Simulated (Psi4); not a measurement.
# C2F4 (tetrafluoroethylene): BLYP/6-31G(d) (spherical functions)

Aim: the vertical ionisation energy of C2F4 (tetrafluoroethylene) at BLYP/6-31G* (spherical functions), from 2 runs. 

The calculation is run with Psi4 1.11.

1 further run of the same task is left out (set aside as unsound or not needed).

## 1. Starting point

C2F4 has 6 atoms, charge 0, and is taken as a singlet. SMILES: `FC(F)=C(F)F`. The coordinates come from a PBE0-D4/def2-TZVP relaxation.

Bond lengths: F1–C2 1.310 Å, C2–F3 1.310 Å, C2–C4 1.320 Å, C4–F5 1.310 Å, C4–F6 1.310 Å. Angles: F1–C2–F3 113.3°, F1–C2–C4 123.4°, F3–C2–C4 123.4°, C2–C4–F5 123.4°, C2–C4–F6 123.4°, F5–C4–F6 113.3°.

## 2. Energy and forces at BLYP/6-31G(d) (spherical functions)

File c2f4.xyz:

```xyz
6
C2F4
F      1.169200    -1.134500    -0.708000
C      0.202500    -0.640200     0.025700
F     -0.337500    -1.520600     0.832300
C     -0.188400     0.618800    -0.041100
F      0.351500     1.499300    -0.847600
F     -1.155200     1.113100     0.692600
```

File calc.py:

```python
import psi4

psi4.set_memory(1600000000)
psi4.set_num_threads(1)
psi4.core.set_output_file('output.dat', False)

with open('c2f4.xyz') as f:
    atoms = ''.join(f.readlines()[2:])
molecule = psi4.geometry('0 1\n' + atoms + 'symmetry c1')

options = {'basis': '6-31G*', 'puream': True, 'e_convergence': 1e-09, 'd_convergence': 1e-08, 'scf_type': 'pk', 'dft_radial_points': 99, 'dft_spherical_points': 590}
psi4.set_options(options)

e, wfn = psi4.gradient('BLYP', return_wfn=True)
psi4.oeprop(wfn, 'MULLIKEN_CHARGES', 'LOWDIN_CHARGES', 'QUADRUPOLE', title='BLYP')
print('gradient / Eh bohr^-1')
print(e.np.round(6))
print(f'energy = {wfn.energy():.10f} Eh')
for k, v in sorted(psi4.core.scalar_variables().items()):
    print(f'{k:45s} {v:18.10f}')
```

Command:

```console
python calc.py
```

output.dat:

```text
[...]
  Running in c1 symmetry.
[...]
  Nuclear repulsion =  245.555220689731556
[...]
  Multiplicity = 1
[...]
  Nalpha       = 24
  Nbeta        = 24
[...]
    Number of basis functions: 84
[...]
   @RKS iter   1:  -475.36746520056460    5.93104e-02   5.29956e-03 DIIS/ADIIS
[...]
   @RKS iter  11:  -475.44086498052951   -7.38964e-13   4.70388e-10 DIIS
[...]
    Orbital Energies [Eh]
    ---------------------
    Doubly Occupied:
       1A    -24.341976     2A    -24.341898     3A    -24.341895
       4A    -24.341866     5A    -10.082502     6A    -10.081917
       7A     -1.187480     8A     -1.173458     9A     -1.130741
      10A     -1.119665    11A     -0.710789    12A     -0.576685
      13A     -0.537091    14A     -0.532036    15A     -0.491401
      16A     -0.476489    17A     -0.431450    18A     -0.402663
      19A     -0.377601    20A     -0.373057    21A     -0.370926
      22A     -0.369158    23A     -0.350670    24A     -0.194652
[...]
  @RKS Final Energy:  -475.44086498052951
   => Energetics <=
    Nuclear Repulsion Energy =            245.5552206897315557
    One-Electron Energy =               -1147.4730911069434569
    Two-Electron Energy =                 479.1906106377967944
    DFT Exchange-Correlation Energy =     -52.7136052011143690
    Empirical Dispersion Energy =           0.0000000000000000
    VV10 Nonlocal Energy =                  0.0000000000000000
    Total Energy =                       -475.4408649805295113
[...]
  -Total Gradient:
     Atom            X                  Y                   Z
    ------   -----------------  -----------------  -----------------
       1       -0.023207062276     0.010139834651     0.018201948614
       2        0.001153357313    -0.003628808848     0.000171899800
       3        0.013933669596     0.019624784591    -0.019752436491
       4       -0.001088072348     0.003601674886    -0.000221727447
       5       -0.013954249851    -0.019633544371     0.019775515957
       6        0.023162416240    -0.010103925433    -0.018175254409
[...]
 Multipole Moments:
 ------------------------------------------------------------------------------------
     Multipole            Electronic (a.u.)      Nuclear  (a.u.)        Total (a.u.)
 ------------------------------------------------------------------------------------
 L = 1.  Multiply by 2.5417464519 to convert [e a0] to [Debye]
 Dipole X            :          0.0001149            0.0000453            0.0001602
 Dipole Y            :         -0.0000515           -0.0000226           -0.0000741
 Dipole Z            :         -0.0000971           -0.0000226           -0.0001198
 Magnitude           :                                                    0.0002133
 L = 2.  Multiply by 1.3450342976 to convert [e a0^2] to [Debye ang]
 Quadrupole XX       :       -118.1140839           96.0881129          -22.0259710
 Quadrupole XY       :         56.0790554          -55.7895882            0.2894671
[...]
  Mulliken Charges: (a.u.)
   Center  Symbol    Alpha    Beta     Spin     Total
       1     F     4.60791  4.60791  0.00000 -0.21583
       2     C     2.78414  2.78414  0.00000  0.43172
       3     F     4.60793  4.60793  0.00000 -0.21587
       4     C     2.78415  2.78415  0.00000  0.43170
       5     F     4.60792  4.60792  0.00000 -0.21584
       6     F     4.60794  4.60794  0.00000 -0.21589
   Total alpha = 24.00000, Total beta = 24.00000, Total charge =  0.00000
  Lowdin Charges: (a.u.)
   Center  Symbol    Alpha    Beta     Spin     Total
[...]
```

On the terminal:

```text
gradient / Eh bohr^-1
[[-0.023207  0.01014   0.018202]
 [ 0.001153 -0.003629  0.000172]
 [ 0.013934  0.019625 -0.019752]
 [-0.001088  0.003602 -0.000222]
 [-0.013954 -0.019634  0.019776]
 [ 0.023162 -0.010104 -0.018175]]
energy = -475.4408649805 Eh
CURRENT ENERGY                                   -475.4408649805
CURRENT REFERENCE ENERGY                         -475.4408649805
DD SOLVATION ENERGY                                 0.0000000000
DFT FUNCTIONAL TOTAL ENERGY                      -475.4408649805
DFT TOTAL ENERGY                                 -475.4408649805
DFT VV10 ENERGY                                     0.0000000000
DFT XC ENERGY                                     -52.7136052011
GRID ELECTRONS ALPHA                               23.9999999018
GRID ELECTRONS BETA                                23.9999999018
GRID ELECTRONS TOTAL                               47.9999998037
NUCLEAR REPULSION ENERGY                          245.5552206897
ONE-ELECTRON ENERGY                             -1147.4730911069
PCM POLARIZATION ENERGY                             0.0000000000
PE ENERGY                                           0.0000000000
SCF ITERATION ENERGY                             -475.4408649805
SCF ITERATIONS                                     11.0000000000
SCF TOTAL ENERGY                                 -475.4408649805
TWO-ELECTRON ENERGY                               479.1906106378
XC GRID RADIAL POINTS                              99.0000000000
XC GRID SPHERICAL POINTS                          590.0000000000
XC GRID TOTAL POINTS                           331355.0000000000
```

It took 9.6 s on 1 thread of Intel Xeon 6975P-C (Granite Rapids), shared host; peak memory 0.98 GiB.

## 3. The doublet cation

File job.json:

```json
{
  "schema_name": "qcschema_input",
  "schema_version": 1,
  "molecule": {
    "schema_name": "qcschema_molecule",
    "schema_version": 2,
    "symbols": ["F", "C", "F", "C", "F", "F"],
    "geometry": [2.20946778, -2.14389429, -1.3379261, 0.38266954, -1.20980266, 0.04856596, -0.63778257, -2.87351755, 1.57281905, -0.3560244, 1.16936253, -0.07766774, 0.66423873, 2.83326638, -1.60173186, -2.18301162, 2.10345415, 1.30882431],
    "molecular_charge": 1,
    "molecular_multiplicity": 2,
    "fix_symmetry": "c1",
    "fix_com": true,
    "fix_orientation": true
  },
  "driver": "gradient",
  "model": {
    "method": "blyp",
    "basis": "6-31G*"
  },
  "keywords": {
    "reference": "uks",
    "puream": true,
    "e_convergence": 1e-09,
    "d_convergence": 1e-08,
    "scf_type": "pk",
    "dft_radial_points": 99,
    "dft_spherical_points": 590,
    "maxiter": 200,
    "scf_properties": ["QUADRUPOLE", "WIBERG_LOWDIN_INDICES", "MULLIKEN_CHARGES"]
  }
}
```

Command:

```console
psi4 --qcschema job.json -n 1 --memory 1600MB
```

stdout (excerpt; [...] marks lines left out):

```text
[...]
  Running in c1 symmetry.
[...]
  Nuclear repulsion =  245.555220822946922
[...]
  Multiplicity = 2
[...]
  Nalpha       = 24
  Nbeta        = 23
[...]
    Number of basis functions: 84
[...]
   @UKS iter   1:  -475.07063709210280    3.56139e-01   3.50229e-03 ADIIS/DIIS
[...]
   @UKS iter  12:  -475.09852269232226   -5.68434e-14   7.76795e-09 DIIS
[...]
   @S^2 Observed:                7.509270795E-01
[...]
  @UKS Final Energy:  -475.09852269232226
   => Energetics <=
    Nuclear Repulsion Energy =            245.5552208229469215
    One-Electron Energy =               -1133.1274442450965125
    Two-Electron Energy =                 464.7030532059351913
    DFT Exchange-Correlation Energy =     -52.2293524761078771
    Empirical Dispersion Energy =           0.0000000000000000
    VV10 Nonlocal Energy =                  0.0000000000000000
    Total Energy =                       -475.0985226923222626
[...]
 Multipole Moments:
[...]
  Mulliken Charges: (a.u.)
   Center  Symbol    Alpha    Beta     Spin     Total
       1     F     4.58452  4.48699  0.09753 -0.07152
       2     C     2.83092  2.52599  0.30494  0.64309
       3     F     4.58454  4.48701  0.09753 -0.07155
       4     C     2.83094  2.52599  0.30494  0.64307
       5     F     4.58453  4.48700  0.09753 -0.07153
       6     F     4.58455  4.48702  0.09753 -0.07157
   Total alpha = 24.00000, Total beta = 23.00000, Total charge =  1.00000
  Wiberg Bond Indices using Orthogonal Lowdin Orbitals:
[...]
  -Total Gradient:
     Atom            X                  Y                   Z
    ------   -----------------  -----------------  -----------------
       1        0.011178995728    -0.015591309927    -0.005100376182
       2       -0.040745146451     0.131325143079    -0.006981223583
       3       -0.000585579688    -0.018633349746     0.006937587840
       4        0.040808255662    -0.131352638844     0.006935556436
       5        0.000561903507     0.018629326773    -0.006913824375
       6       -0.011218369460     0.015622843444     0.005122225542
[...]
```

The result, in JSON:

```text
{
 "driver": "gradient",
 "model": {
  "method": "blyp",
  "basis": "6-31G*"
 },
 "success": true,
 "return_result": [0.011178995727993302, -0.015591309926587138, -0.005100376181880917, -0.04074514645078369, 0.1313251430785411, -0.006981223583283517, -0.0005855796884098596, -0.01863334974600589, 0.006937587840040227, 0.04080825566163293, -0.13135263884433573, 0.006935556436267985, 0.000561903506548389, 0.01862932677344059, -0.006913824375044175, -0.011218369459931155, 0.015622843444203005, 0.005122225541675629],
 "properties": {
  "calcinfo_nbasis": 84,
  "calcinfo_nmo": 84,
  "calcinfo_nalpha": 24,
  "calcinfo_nbeta": 23,
  "calcinfo_natom": 6,
  "nuclear_repulsion_energy": 245.55522082294692,
  "return_energy": -475.09852269232226,
  "return_gradient": [0.011178995727993302, -0.015591309926587138, -0.005100376181880917, -0.04074514645078369, 0.1313251430785411, -0.006981223583283517, -0.0005855796884098596, -0.01863334974600589, 0.006937587840040227, 0.04080825566163293, -0.13135263884433573, 0.006935556436267985, 0.000561903506548389, 0.01862932677344059, -0.006913824375044175, -0.011218369459931155, 0.015622843444203005, 0.005122225541675629],
  "scf_one_electron_energy": -1133.1274442450965,
  "scf_two_electron_energy": 464.7030532059352,
  "scf_xc_energy": -52.22935247610788,
  "scf_dipole_moment": [0.013418902522007947, -0.020262911476695677, -0.014629049354507373],
  "scf_total_energy": -475.09852269232226,
  "scf_total_gradient": [0.011178995727993302, -0.015591309926587138, -0.005100376181880917, -0.04074514645078369, 0.1313251430785411, -0.006981223583283517, -0.0005855796884098596, -0.01863334974600589, 0.006937587840040227, 0.04080825566163293, -0.13135263884433573, 0.006935556436267985, 0.000561903506548389, 0.01862932677344059, -0.006913824375044175, -0.011218369459931155, 0.015622843444203005, 0.005122225541675629],
  "scf_iterations": 12
 }
}
```

It took 14 s on 1 thread of Intel Xeon 6975P-C (Granite Rapids), shared host; peak memory 0.98 GiB.

## 4. Summary of results

Level: BLYP/6-31G* (spherical functions).

```
                                          quantity          value
                        singlet C2F4: total energy  -475.44086 Eh
                       singlet C2F4: dipole moment         0.00 D
                         singlet C2F4: HOMO energy       -5.30 eV
                         singlet C2F4: LUMO energy        0.49 eV
                       singlet C2F4: HOMO–LUMO gap        5.79 eV
            singlet C2F4: largest force on an atom     1.604 eV/Å
                      doublet cation: total energy  -475.09852 Eh
doublet cation: HOMO energy (highest over α and β)      -14.24 eV
 doublet cation: LUMO energy (lowest over α and β)      -13.31 eV
                              doublet cation: ⟨S²⟩          0.751
          doublet cation: largest force on an atom     7.082 eV/Å
vertical ionisation energy (to the doublet cation)       9.316 eV
```

In words: The vertical ionisation energy comes to 9.32 eV (899 kJ/mol). The largest force (singlet C2F4) is 1.60 eV/Å: the shape isn't a stationary point for this species at this level. The negative HOMO energy of the first species, 5.30 eV, lies 4.02 eV below that difference. Mulliken charges (singlet C2F4) run from -0.22 on F6 to +0.43 on C2; they depend strongly on the basis.
